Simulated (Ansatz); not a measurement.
Energy needed to pull apart SiHSF (SMILES F[Si]S), closed shell, into free ground-state atoms, from the structure below (displaced at random from its PBE0-D4/def2-TZVP minimum); no zero-point or spin–orbit terms; open-shell atoms are treated unrestricted, in their ground-state multiplicity.

F1  (-1.151, -0.069, 1.006)
Si2  (0.018, 1.096, 0.761)
S3  (0.997, -0.023, -0.902)
H4  (-0.006, -1.026, -0.912)
(Å)

Program: Ansatz 0.2.0. Basis: def2-TZVPP. Cores are frozen in the correlated methods.

```json
{"method": "PBE-D4", "atomization energy (kcal/mol)": "322.5"}
{"method": "r2SCAN-D4", "atomization energy (kcal/mol)": "314.1"}
{"method": "PBE0-D4", "atomization energy (kcal/mol)": "?"}
{"method": "wB97M-V", "atomization energy (kcal/mol)": "?"}
{"method": "HF", "atomization energy (kcal/mol)": "212.3"}
{"method": "MP2", "atomization energy (kcal/mol)": "310.9"}
{"method": "CCSD", "atomization energy (kcal/mol)": "294.4"}
{"method": "CCSD(T)", "atomization energy (kcal/mol)": "302.0"}
```

What does wB97M-V give? (To be estimated.)

The calculation gives: 318.5 kcal/mol, which is about 16.6 kcal/mol more than CCSD(T)/def2-TZVPP.

What does PBE0-D4 give? (An estimate is asked for; the value comes from the calculation.)

The calculation gives: 309.8 kcal/mol, which is about 7.8 kcal/mol more than CCSD(T)/def2-TZVPP.

In triple zeta the MP2 and coupled-cluster atomization energies are still short of their basis limit by a few kcal/mol a bond, whereas those of the functionals are nearly converged, so these differences are not deviations from converged CCSD(T).

No T1 diagnostic of these runs exceeds 0.017.

For scale, one of the runs: CCSD(T)/def2-TZVPP forces, 129 basis functions (an equivalent command: `ansatz run in.yaml --threads 2`). The run took 21 s on 2 CPU threads (shared host), with 1 GiB of host memory at its peak.
